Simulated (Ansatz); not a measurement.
Geometry optimisation, RKS B3LYP-D4/def2-SVP (Ansatz).

Input file:

```yaml
crystal:
  periodic: [false, false, false]
  atoms:
    - { symbol: O, position_ang: [0.3752, -1.84676, 1.20956] }
    - { symbol: C, position_ang: [0.14716, -0.80403, 0.58053] }
    - { symbol: C, position_ang: [-0.25708, 0.33311, 0.33346] }
    - { symbol: O, position_ang: [-0.93175, 1.4542, 0.86808] }
    - { symbol: H, position_ang: [-1.14548, 1.25742, 1.78608] }
total_charge: -1
basis:
  gaussian: { orbitals: def2-SVP }
hamiltonian:
  xc: b3lyp
  dispersion: d4
relax:
  f_tol: 0.015
  max_steps: 40
output:
  orbitals: {}
```

Launched with:

```bash
$ ansatz run input.yaml --threads 1 --pin off --max-ram 2048MiB --backend cpu --events-out ev --progress --plain --runs-dir out
```

Problem. Where does it end, and by what steps?

Solution. It converged. Limits of this set-up: an anion without diffuse functions, the dipole of an ion depends on the origin. After 9 steps the energy has fallen by 0.627 eV; C2 moved furthest, 0.24 Å.

```
step  energy less start (eV)  largest force component (eV/Å)  accepted
   0                  0.0000                           3.324       yes
   1                 -0.2614                           2.701       yes
   2                 -0.5200                           2.929       yes
   3                 -0.5491                           2.108       yes
   4                 -0.5981                           0.740       yes
   5                 -0.6178                           0.605       yes
   6                 -0.6257                           0.163       yes
   7                 -0.6266                           0.121       yes
   8                 -0.6267                           0.036       yes
   9                 -0.6268                           0.002       yes
```

```xyz
5
Properties=species:S:1:pos:R:3
O 0.483 -1.951 1.033
C 0.070 -0.813 0.809
C -0.272 0.330 0.370
O -0.923 1.489 0.820
H -1.170 1.339 1.744
```

Time of the run: 15 s on 1 thread of Arm Neoverse V1, with other jobs on the host, peak memory 0.11 GiB.
